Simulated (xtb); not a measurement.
xtb input:

```bash
xtb mol.xyz --gfn 2 --sp --chrg -1 --uhf 0
```
mol.xyz:
```
7

C     -0.00530785    -0.03292262    -1.25255471
Si     0.00176161    -0.01626018     0.52594046
H     -0.90647034     0.32687280    -1.75455355
H      0.90272032     0.29878124    -1.76148183
H      0.02469593     1.23745090     1.43148183
H     -1.20807042    -0.70031235     1.12295762
H      1.19430902    -0.73761443     1.11375772
```

Q: Predict the final energy.

A: -6.52423 Eh (GFN2-xTB).

It need not be the lowest isomer of its formula. Whether it binds its extra electron was not tested at this geometry.
